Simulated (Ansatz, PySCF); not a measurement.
System: C$_{3}$H$_{7}$O, net charge 0, doublet state. It need not be the lowest isomer of its formula. SMILES: [CH2]COC
Coordinates optimised at B3LYP-D3(BJ)/def2-TZVP (Ansatz, a first-principles code):
```xyz
11

O     -0.0463    -0.6730     0.0909
C     -0.0529     0.7325    -0.0547
C      1.2330    -1.2347    -0.0943
C     -1.4238     1.2502     0.1161
H      0.6345     1.1953     0.6759
H      0.3490     1.0038    -1.0511
H      1.1365    -2.3116     0.0333
H      1.6218    -1.0264    -1.0999
H      1.9514    -0.8503     0.6417
H     -2.2625     0.5707     0.0934
H     -1.5973     2.3147     0.1765
```
Charge 0, spin multiplicity 2.


Wanted: enthalpy of formation at 298 K (from the atomisation energy, B3LYP-D3(BJ)/def2-TZVP harmonic zero-point and thermal terms from PySCF, and the atoms' enthalpies of formation in the G2/97 table; no spin-orbit terms, and no core term in the frozen-core levels), in kcal/mol. Correlated levels leave the core frozen unless marked. Open shells are spin-unrestricted. Spin-orbit coupling is left out. Non-relativistic. The coupled-cluster limit lacks core correlation, which all-electron functionals hold. Basis-set limits of correlation are two-point, X^-3; Hartree-Fock from the larger set. [CCSD(T)-MP2]/basis is that difference in the basis named.

| level | program | enthalpy of formation at 298 K (kcal/mol) | minus last row |
|---|---|---|---|
| r2SCAN-D3(BJ)/def2-TZVPD | Ansatz + dftd3 | -7.1 | -4.1 |
| r2SCAN-D4/def2-TZVPD | Ansatz + dftd4 | -6.9 | -3.9 |
| PBE0/STO-3G | Ansatz | -172.1 | -169.1 |
| PBE0-D4/def2-TZVP | Ansatz + dftd4 | -7.0 | -4.0 |
| BHLYP-D3(BJ)/def2-TZVPD | Ansatz + dftd3 | 23.1 | 26.1 |
| TPSSh-D3(BJ)/def2-TZVPD | PySCF + dftd3 | -9.1 | -6.1 |
| TPSSh/def2-TZVPD | PySCF | -4.8 | -1.8 |
| CAM-B3LYP-D3(BJ)/def2-TZVPD | Ansatz + dftd3 | -8.1 | -5.1 |
| B2GP-PLYP-D4/def2-TZVPD | Ansatz + dftd4 | 11.5 | 14.5 |
| RI-MP2/CBS(cc-pVTZ,cc-pVQZ)+[CCSD(T)-MP2]/cc-pVDZ | Ansatz | -3.0 | 0.0 |
